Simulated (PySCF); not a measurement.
Ionisation of propylene

System: propylene, `C=CC` (C3H6). Numbering: `[CH2:1]=[CH:2][CH3:3]`

These are calculated values, ωB97X-D3(BJ)/ma-def2-TZVP in PySCF (grid level 2) at geometries from PBE0-D3(BJ)/def2-SVP. ωB97X-D3(BJ) is ωB97X-V with D3(BJ) in place of VV10. Thermal corrections: PBE0-D3(BJ)/def2-SVP frequencies, unscaled, ideal gas at 298.15 K and 1 bar, quasi-RRHO entropy.

Frontier levels of the parent: HOMO -9.78 eV, LUMO 1.31 eV.

Oxidation to the radical cation:
- Vertical ionisation energy (electronic): 9.80 eV
- Adiabatic ionisation energy (with zero-point energy): 9.51 eV
- Adiabatic, electronic part: 9.60 eV
- Vertical gap at the product's structure: 9.25 eV
- Inner reorganisation energy (four-point): 556 meV
- Relaxation of product / of parent: 208 / 348 meV
- ⟨S²⟩ of the product: 0.753
- Largest spin populations: C1 0.61, C2 0.32
- Largest changes of atomic charge: C1 0.28, C2 0.24, H (on C3) 0.10, H (on C3) 0.09
- Distances that move most (Å): C1–C2 1.334 → 1.414; C2–C3 1.493 → 1.441; C3–H 1.103 → 1.119; C3–H 1.103 → 1.111
- Potential in acetonitrile: 6.84 V absolute, 2.30 V against Fc+/Fc computed at 4.54 V (solvation -7 → -260 kJ/mol)

Solvents are IEF-PCM continua (electrostatics only, gas-phase structures); absolute potentials refer to an electron at rest in vacuum. Fc+/Fc in acetonitrile, 4.54 V, is ωB97X-D3(BJ)/ma-def2-TZVP on PBE0-D3(BJ)/def2-SVP structures with GFN2-xTB thermal terms. Benchmark calculations put it near 5.0 V in acetonitrile and DMSO, so it is about 0.5 V low, and the value against it can read up to that much too high.

Measured values (NIST Chemistry WebBook, evaluated or the median of agreeing entries): adiabatic ionisation energy 9.73 eV (computed 9.51, difference -0.22).

Structures, frequencies and single points took 2.3 min of wall time on 1 thread of Arm Neoverse V2 (shared host), launched as `OMP_NUM_THREADS=1 python redox_run.py task.json out`.
